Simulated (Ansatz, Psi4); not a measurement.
## Ansatz → Psi4

This Ansatz 0.2.0 job computes triplet Si2H6O:

molecule.yaml:
```yaml
crystal:
  periodic: [false, false, false]
  atoms:
    - {symbol: Si, position_ang: [-0.710290, 1.052660, -0.919520]}
    - {symbol: O, position_ang: [0.425550, 0.090990, -0.245380]}
    - {symbol: Si, position_ang: [0.775570, -1.038810, 0.881750]}
    - {symbol: H, position_ang: [-1.787270, 0.226580, -1.525660]}
    - {symbol: H, position_ang: [-0.060640, 1.872420, -1.970220]}
    - {symbol: H, position_ang: [-1.306170, 1.942760, 0.111330]}
    - {symbol: H, position_ang: [2.224270, -1.343130, 0.800010]}
    - {symbol: H, position_ang: [-0.009310, -2.275600, 0.628780]}
    - {symbol: H, position_ang: [0.448290, -0.527870, 2.238910]}
basis:
  gaussian:
    orbitals: cc-pVDZ
accuracy: high
correlation:
  frozen_orbitals: {H: 0, O: 1, Si: 5}
output: {orbitals: {seedname: orbitals}}
magnetization:
  spin_polarized: true
  initial_magnetization: 2
hamiltonian:
  xc: {name: B2PLYP}
```

```bash
$ ansatz run molecule.yaml --threads 1 --pin off --max-ram 3480MiB --events-out events.jsonl --progress --plain --runs-dir runs
```

Geometry: relaxed at PBE0-D4/def2-TZVP. That shape belongs to the parent species and isn't relaxed for this state.

It gives a total energy of -657.260837 Eh.

Q: Write the same calculation for Psi4 1.11 as a Python script.

A: For example:

h6osi2.py:
```python
import psi4

psi4.set_memory(2200000000)
psi4.set_num_threads(1)
psi4.set_output_file('h6osi2.out', False)

m = psi4.geometry("""
0 3
Si    -1.34225357     1.98923910    -1.73764097
O      0.80417295     0.17194618    -0.46370100
Si     1.46561489    -1.96306640     1.66626601
H     -3.37745081     0.42817415    -2.88307956
H     -0.11459299     3.53836099    -3.72317621
H     -2.46830357     3.67128433     0.21038321
H      4.20326113    -2.53814785     1.51179980
H     -0.01759335    -4.30026077     1.18822199
H      0.84714532    -0.99752973     4.23092672
units au
symmetry c1
no_reorient
no_com
""")

psi4.set_options({
    'basis': 'cc-pVDZ',
    'reference': 'uks',
    'puream': True,
    'e_convergence': 1e-09,
    'd_convergence': 1e-08,
    'scf_type': 'pk',
    'dft_radial_points': 99,
    'dft_spherical_points': 590,
    'num_frozen_docc': 11,
    'maxiter': 100,
})

e = psi4.energy('b2plyp', molecule=m)
print('E =', round(e, 9))
```

```bash
$ python h6osi2.py
```

Its energy is -657.260838 Eh, the same as the first but for the last digit, at most.
